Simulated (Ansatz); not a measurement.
Cartesian coordinates (Å):
```xyz
5

C     -0.1311     0.0148    -0.0223
S      1.6604    -0.0113    -0.0368
H     -0.4398    -0.5020     0.9042
H     -0.5603    -0.5392    -0.8682
H     -0.5291     1.0377     0.0232
```
Charge 0, spin multiplicity 2.

Computed with frozen-core CCSD(T)/cc-pVTZ // PBE-D3(BJ)/def2-TZVP (Ansatz, a quantum-chemistry and plane-wave program).

* **HF energy**: -437.15169 Ha
* **MP2 correlation energy**: -0.32558 Ha

**Question.** Estimate the CCSD correlation energy, the (T) correction, the total energy and the T1 diagnostic.

**Answer.** 
| Property | Result |
|---|---|
| CCSD correlation energy | -0.35988 Ha |
| (T) correction | -0.01404 Ha |
| CCSD(T) total energy | -437.52561 Ha |
| T1 diagnostic | 0.012 |
